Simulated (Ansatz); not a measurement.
Isolated molecules relaxed with PBE0-D4/def2-TZVP in Ansatz; ΔE leaves out vibrations. CCSD(T)/CBS adds triple-zeta CCSD(T) − MP2 to the extrapolated MP2 energy (def2 sets, frozen cores). This one scheme is used for every species. Functionals use def2-TZVPP. B3LYP here is the variant with VWN-RPA as its local correlation; programs differ in this. Open shells (•) are unrestricted, without spin–orbit coupling. Each species was taken in one conformer, which may not be the lowest.

`SBS` + `[CH3]`• → `S[B]S`• + CH₄  (hydrogen abstraction from a B–H bond)

`SBS`:

Cartesian coordinates in Å:
```
S 0.835 1.563 0.415
B -0.284 0.179 0.302
S 0.022 -1.215 -0.773
H 1.766 1.152 -0.465
H -1.256 0.232 0.986
H -1.084 -1.912 -0.465
```

`[CH3]`•:

Z-matrix (Å, degrees):
```
C
H 1 1.080
H 1 1.080 2 120.0
H 1 1.080 2 120.0 3 180.0
```

`S[B]S`•:

Z-matrix (Å, degrees):
```
S
B 1 1.749
H 1 1.357 2 100.3
S 2 1.749 1 139.9 3 -0.0
H 4 1.357 2 100.3 1 0.0
```

CH₄:

```xyz
5

C     0.000    0.000    0.000
H     0.576   -0.895   -0.232
H    -0.361    0.449   -0.925
H     0.633    0.713    0.527
H    -0.848   -0.267    0.630
```

```
             level  ΔE (kcal/mol)  difference from CCSD(T)/CBS
           BLYP-D4           -4.7                         -2.1
            B97M-V           -5.1                         -2.5
          B3LYP-D4           -3.5                         -0.9
            B2PLYP           -2.8                         -0.2
            revPBE           -6.0                         -3.4
         CAM-B3LYP           -2.7                         -0.1
       HF/def2-SVP            2.7                          5.3
      MP2/def2-SVP           -3.2                         -0.6
CCSD(T)/def2-TZVPP           -2.2                          0.4
    CCSD/CBS(def2)           -1.9                          0.7
       CCSD(T)/CBS           -2.6                            0
```

Largest T1 diagnostic among the species: 0.017.

Leaving LDA and LC-ωPBE aside and taking each functional with its dispersion term where it has one, the values, not all of them listed here, spread over 5.5 kcal/mol, from PBE-D4 to BHLYP-D4. LDA lies −2.8 kcal/mol from PBE without D4. From BLYP to BHLYP (50 % exact exchange), in def2-TZVPP and without D4, ΔE moves by +3.7 kcal/mol.
